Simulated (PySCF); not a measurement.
**Spin states of OF**

Unrestricted PBE0; basis O aug-cc-pVDZ, F aug-cc-pVDZ; no relativity; PySCF 2.14. Outer shells of the fragments: O 2s2 2p4; F 2s2 2p5.

Followed along the bond (rough minima from three points):

| 2Ms+1 | unpaired | ⟨S²⟩ at the start | R at minimum (Å) | Te (eV) |
| --- | --- | --- | --- | --- |
| 2 | π ↑ | 0.75 | 1.34 | 0.00 |
| 4 | σ ↑, π ↑↑ | 3.76 | none in the scan | ≤ 2.89 |

Solutions found at the starting distance of 1.215 Å, counted from the lowest of them; the search is not exhaustive and high or unbound solutions are not listed, so other states can lie among these:

```tsv
2Ms+1	unpaired	term	E (eV)	⟨S²⟩	⟨Lz²⟩	μ (D)
2	π ↑	²Π	0.00	0.75	1.00	0.43
4	σ ↑, π ↑↑	⁴Σ⁻	6.37	3.76	0.00	-0.21
```

A term symbol is given only where ⟨S²⟩ and ⟨Lz²⟩ are close to those of a pure state; real π, δ and φ orbitals otherwise mix terms. A positive dipole means O(−)F(+).

Counting both spins, an empty level lies below a filled one in some of these solutions, because spin and occupation are held.
